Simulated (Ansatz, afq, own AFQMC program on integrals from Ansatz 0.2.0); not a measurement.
**Where AFQMC and coupled cluster stand for WNH₂⁺, quintet**

```xyz
4

W     0.0000    0.0000    0.1547
N     0.0000    0.0000   -1.7023
H     0.0000    0.8426   -2.2760
H     0.0000   -0.8426   -2.2760
```

Connectivity, by distances: W–NH2.

Basis def2-SVP with its core potentials. Noble-gas cores (and the filled d shells of Ga–Kr and In–Xe) are frozen. Integrals, coupled cluster, full CI and functionals: Ansatz 0.2.0; the random walks run on the same integrals in our own AFQMC program. The CISD trial takes its coefficients from CCSD amplitudes. Released means that phaseless walkers are propagated on without the constraint, phases kept. Error bars are statistical, one sigma. No spin–orbit coupling. The metal's outer-core s and p shells are frozen, which shifts wave-function levels against functionals.

Determinant: ROHF, the one that the program's search chose, which needn't be the lowest solution. The geometry is a PBE0/def2-TZVP stationary point of this or a neighbouring charge and spin state.

No full CI on the walks' own integrals is used here; CCSDT(Q) serves as the reference and is uncertain by about the last step of the cluster series.

Cautions: no spin-orbit coupling; outer-core shells of the metal frozen; higher spins were not checked; a spin-contaminated unrestricted determinant lies lower (UHF 315 meV lower, ⟨S²⟩ 6.20); raised T1 diagnostic (T1 0.043, weight of the determinant 0.86, largest double 0.06); the released energies move by 1.5 errors or more from one time to the next, so no released level is given (meV from the phaseless value at times in 1/Eh: -4 ± 3 at 0.60, -6 ± 3 at 1.20, -4 ± 4 at 2.00, -15 ± 6 at 3.00, -110 ± 88 at 4.20), though the last usable value meets CCSDT(Q) within the noise; CCSDT(Q) on the UHF determinant differs (103 meV lower), by its state or its frozen core.

```
T1 diagnostic                               : 0.0427
weight of the determinant in the CISD state : 0.862
size of the correlated space                : 12 electrons in 51 orbitals
```

```
  level  correlation energy (eV)
    MP2                  -6.9220
   CCSD                  -7.3908
CCSD(T)                  -7.6780
```

Task: Estimate where phaseless AFQMC with the Hartree–Fock trial lies against CCSD(T) on the same integrals.

Result: 10.2 ± 2.6 kJ/mol below CCSD(T).

Reference: CCSDT(Q), correlation energy -7.711 eV.

```tsv
level	E − E(reference) (kJ/mol)	share of correlation (%)
CCSD(T)	3.2	99.57
CCSDT	1.4	99.82
ph-AFQMC/HF	-7.1 ± 2.6	100.95
ph-AFQMC/CISD	1.2 ± 0.5	99.84
```

A walk keeps the symmetry of its determinant, which the program's search chose and which needn't be the lowest solution, so a lower state of the same spin and another symmetry isn't excluded.
